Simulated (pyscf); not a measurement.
# Four-centre exchange: `[OH][Si]([OH])([F])[F]` + `[H][H]` -> `[OH][SiH]([OH])[F]` + `[FH]`

Gas phase, singlet surface, charge 0. Bonds broken: Si2–F4, H8–H9. Bonds formed: Si2–H8, F4–H9. PySCF, gas phase, ωB97X-D3(BJ)/def2-SVP geometries.

Transition state (Å):

```xyz
9

O      0.2350    -0.0960     1.8397
Si    -0.1136     0.2104     0.2631
O     -1.1171    -0.7130    -0.6480
F     -1.5834     1.2812     0.8341
F      1.3084    -0.1274    -0.4626
H      1.0766    -0.5557     1.9461
H     -2.0507    -0.6080    -0.4333
H      0.1307     1.7854    -0.2337
H     -0.7375     1.8712     0.2320
```

One imaginary mode, 1036i cm⁻¹; descent along it reached the two sides named, in the forms told below.

```csv
bond,change,reactant side (Å),saddle,product side
Si2–F4,breaks,1.604,1.906,2.8
H8–H9,breaks,0.760,0.989,2.8
Si2–H8,forms,3.5,1.669,1.471
F4–H9,forms,2.8,1.194,0.942
```

Electronic energies relative to the separated reactants (kcal/mol):

```
level                   barrier  reaction energy  reverse barrier
----------------------  -------  ---------------  ---------------
ωB97X-D3(BJ)/def2-TZVP     57.2            +32.2             25.0
PBE/def2-TZVP              50.1            +30.9             19.2
r²SCAN/def2-TZVP           54.2            +34.9             19.3
B3LYP-D3(BJ)/def2-TZVP     57.7            +32.6             25.1
PBE0-D3(BJ)/def2-TZVP      53.6            +31.0             22.6
M06-2X/def2-TZVP           60.8            +35.2             25.6
ωB97M-D3(BJ)/def2-TZVP     56.9            +32.5             24.5
HF/def2-TZVP               76.6            +32.8             43.8
```

With ωB97M-D3(BJ)/def2-TZVP energies and thermal terms (ideal gas, 1 atm, RRHO with modes under 100 cm⁻¹ raised to 100, one conformer, R ln 2 for chiral ones without a mode under 150 cm⁻¹), in kcal/mol:

```json
[
 {"T (K)": "298", "ΔH‡": "58.8", "ΔG‡": "68.3", "ΔH": "+35.2", "ΔG": "+33.3"},
 {"T (K)": "600", "ΔH‡": "57.6", "ΔG‡": "78.5", "ΔH": "+34.4", "ΔG": "+31.7"},
 {"T (K)": "900", "ΔH‡": "57.1", "ΔG‡": "89.1", "ΔH": "+33.9", "ΔG": "+30.4"},
 {"T (K)": "1200", "ΔH‡": "57.2", "ΔG‡": "99.7", "ΔH": "+33.6", "ΔG": "+29.3"}
]
```

On the product side the descent ends in a complex (not fully relaxed), 5.9 kcal/mol under the separated species and 30.9 kcal/mol under the saddle at ωB97X-D3(BJ)/def2-TZVP. One saddle was located; it need not be the lowest between these sides.
